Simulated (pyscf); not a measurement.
Single points on ωB97X-D3(BJ)/def2-SVP structures (PySCF, gas phase). MP2 and CC: frozen core, UHF for open shells. ΔMP2 is the change of the MP2 total energy from the triple- to the quadruple-zeta basis.

Estimate by transition-state theory the rate constant of HS–GeH₃ + HCl → H₂S + Cl–GeH₃ (singlet surface; Ge–S, Cl–H broken, H–S, Cl–Ge formed) at 600 K, with CCSD(T)/def2-TZVPP + ΔMP2(QZVPP) energies (ideal gas, 1 atm, RRHO with modes under 100 cm⁻¹ raised to 100, one conformer, R ln 2 for chiral ones without a mode under 150 cm⁻¹; no tunnelling).

The electronic barrier is 28.9 kcal/mol and the thermal terms add +20.2, so ΔG‡ = 49.0 kcal/mol. With k_BT/h = 1.25e+13 s⁻¹ and RT = 1.192 kcal/mol, and a volume of 8.18e-20 cm³ per molecule at 1 atm, k = 1.4e-24 cm³ molecule⁻¹ s⁻¹. Wigner's tunnelling factor for 361i cm⁻¹ would be 1.03. A shift of 1 kcal/mol in the barrier changes k by a factor 2.3. On the reactant side the descent ends in a complex, 4.9 kcal/mol under the separated species and 29.9 kcal/mol under the saddle at ωB97X-D3(BJ)/def2-TZVP. At ωB97X-D3(BJ) the barrier from the zero used here is 25.0 kcal/mol. One saddle was located; it need not be the lowest between these sides. The CCSD(T) − MP2 part came from Ansatz, without density fitting, on the same reference. The frozen core leaves the outer d or s,p core shells of the metals and heavy elements correlated in the MP2 and CC values, and def2-TZVPP describes them poorly, which can shift differences by a few kcal/mol. Elements up to Kr have no core potential and no relativistic terms here.
